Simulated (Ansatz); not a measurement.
`O[SiH2]S` → H₂O + `[SiH]S` at 500 K and 1 bar (silylene formation by 1,1-elimination).

Isolated molecules relaxed with PBE0-D4/def2-TZVP in Ansatz; ΔE leaves out vibrations. CCSD(T)/CBS adds triple-zeta CCSD(T) − MP2 to the extrapolated MP2 energy (def2 sets, frozen cores). This one scheme is used for every species. Each species was taken in one conformer, which may not be the lowest.

```
   species  CCSD(T)/CBS energy (Eh)  H − E (kJ/mol)  S (J/(mol·K))
`O[SiH2]S`               -764.50758           142.5          346.0
       H₂O                -76.37941            73.2          206.3
  `[SiH]S`               -688.02937            66.8          284.1
```

H − E and S are ideal-gas, rigid-rotor, harmonic terms from PBE0-D4/def2-TZVP, for one conformer and one mirror image of each species. 1 Eh = 2625.50 kJ/mol, R = 8.31446 J/(mol·K).

Problem. By hand: ΔE, ΔH, ΔS and ΔG.

Solution. ΔE = (-76.37941) + (-688.02937) − (-764.50758) = 0.09880 Eh = 259.4 kJ/mol. Δ(H − E) = 73.2 + 66.8 − 142.5 = -2.5, so ΔH = 256.9 kJ/mol. ΔS = 206.3 + 284.1 − 346.0 = 144.4 J/(mol·K). ΔG = 256.9 − 500 × (144.4)/1000 = 184.7 kJ/mol.

Problem. By hand: the equilibrium constant, and the temperature at which ΔG would vanish if ΔH and ΔS stayed fixed.

Solution. log₁₀ K = −ΔG/(RT ln 10) = -19.3. ΔG = 0 at ΔH/ΔS = 1779 K.

The number of gas molecules changes by +1, which sets the sign of ΔS. A doubt of 5 kJ/mol in ΔE shifts log₁₀ K by 0.5 here. Other conformers and mirror images would add mixing entropy, several J/(mol·K) or more a flexible species. These are equilibria of isolated gas molecules and say nothing of rates. Largest T1 diagnostic: 0.016 (customary marks: 0.02 for closed shells, 0.045 for open ones).
